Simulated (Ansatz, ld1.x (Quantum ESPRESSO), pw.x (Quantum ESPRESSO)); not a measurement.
What a changed setting does to a pw.x run (bcc Rb)

Potential: PAW, ld1.x (Quantum ESPRESSO) 7.5, PBEsol; core [Ar] 3d10, reference 4s2 4p6 5s1 5p0; waves: 4s (bound): rcut 1.90, rcutus 2.10 bohr; 5s (bound): rcut 1.90, rcutus 2.10 bohr; 4p (bound): rcut 2.65, rcutus 3.35 bohr; 5p (bound, empty): rcut 2.65, rcutus 3.35 bohr; 4d channel at 0.2 Ry: rcut 2.45, rcutus 3.20 bohr; 4d channel at 1.05 Ry: rcut 2.45, rcutus 3.20 bohr; 4f channel at 0.25 Ry: rcut 2.50, rcutus 2.80 bohr; local part: all-electron potential smoothed inside 3.30 bohr (lloc = -1); core correction: Bessel-smoothed model core inside 1.62 bohr; augmentation: PSQ, inside the norm-conserving radii.

The reference run (k-mesh 8³, cutoffs 40/320 Ry, Fermi–Dirac 0.01 Ry, mixing_beta 0.4, conv_thr 1e-9, no spin) gives -0.01 GPa at 86.891 Å³/atom, where all-electron LAPW gives -0.00 GPa. This run, with its own iteration cap, changes k-mesh shift to 1.

```
&control
  calculation='scf', prefix='x', pseudo_dir='./', outdir='./tmp', tstress=.true., disk_io='none'
/
&system
  ibrav=0, nat=1, ntyp=1, ecutwfc=40, ecutrho=320, nbnd=12,
  occupations='smearing', smearing='fd', degauss=0.01
/
&electrons
  conv_thr=1e-09, mixing_beta=0.4, electron_maxstep=50
/
ATOMIC_SPECIES
Rb 1.0 Rb.UPF
CELL_PARAMETERS angstrom
  -2.79021885 2.79021885 2.79021885
  2.79021885 -2.79021885 2.79021885
  2.79021885 2.79021885 -2.79021885
ATOMIC_POSITIONS crystal
Rb 0.0000 0.0000 0.0000
K_POINTS automatic
8 8 8 1 1 1
```

```bash
pw.x < Rb.scf.in > Rb.scf.out
```

**Question.** How does the run end?

**Answer.** It converges in 10 iterations; the free energy moves by -2.6 meV/atom and the pressure by -0.01 GPa.

```
Message from routine setup:
     using ibrav=0 with symmetry is DISCOURAGED, use correct ibrav instead
     lattice parameter (alat)  =       9.1327  a.u.
     unit-cell volume          =     586.3695 (a.u.)^3
     number of electrons       =         9.00
     number of Kohn-Sham states=           12
     kinetic-energy cutoff     =      40.0000  Ry
     charge density cutoff     =     320.0000  Ry
     scf convergence threshold =      1.0E-09
     Exchange-correlation= SLA  PW   PSX  PSC
     number of k points=    26  Fermi-Dirac smearing, width (Ry)=  0.0100
     iteration #  1     ecut=    40.00 Ry     beta= 0.40
     total energy              =    -236.16197197 Ry
     estimated scf accuracy    <       0.00348807 Ry
     iteration #  2     ecut=    40.00 Ry     beta= 0.40
     total energy              =    -236.16176115 Ry
     estimated scf accuracy    <       0.00084156 Ry
     iteration #  3     ecut=    40.00 Ry     beta= 0.40
     total energy              =    -236.16190148 Ry
     estimated scf accuracy    <       0.00004409 Ry
     iteration #  4     ecut=    40.00 Ry     beta= 0.40
     total energy              =    -236.16190580 Ry
     estimated scf accuracy    <       0.00001069 Ry
     iteration #  5     ecut=    40.00 Ry     beta= 0.40
     total energy              =    -236.16190737 Ry
     estimated scf accuracy    <       0.00000122 Ry
     iteration #  6     ecut=    40.00 Ry     beta= 0.40
     total energy              =    -236.16190746 Ry
     estimated scf accuracy    <       0.00000221 Ry
     iteration #  7     ecut=    40.00 Ry     beta= 0.40
     total energy              =    -236.16190765 Ry
     estimated scf accuracy    <       0.00000001 Ry
     iteration #  8     ecut=    40.00 Ry     beta= 0.40
     total energy              =    -236.16190770 Ry
     estimated scf accuracy    <          2.3E-09 Ry
     iteration #  9     ecut=    40.00 Ry     beta= 0.40
     total energy              =    -236.16190769 Ry
     estimated scf accuracy    <          1.4E-09 Ry
     iteration # 10     ecut=    40.00 Ry     beta= 0.40
     the Fermi energy is     2.0372 ev
!    total energy              =    -236.16190769 Ry
     estimated scf accuracy    <          1.6E-11 Ry
     smearing contrib. (-TS)   =      -0.00373411 Ry
     convergence has been achieved in  10 iterations
          total   stress  (Ry/bohr**3)                   (kbar)     P=       -0.18
     Message from routine punch:
     Nothing written, as per user request (disk_io='none')
```

The run took about 53 s on one core of a shared server CPU.
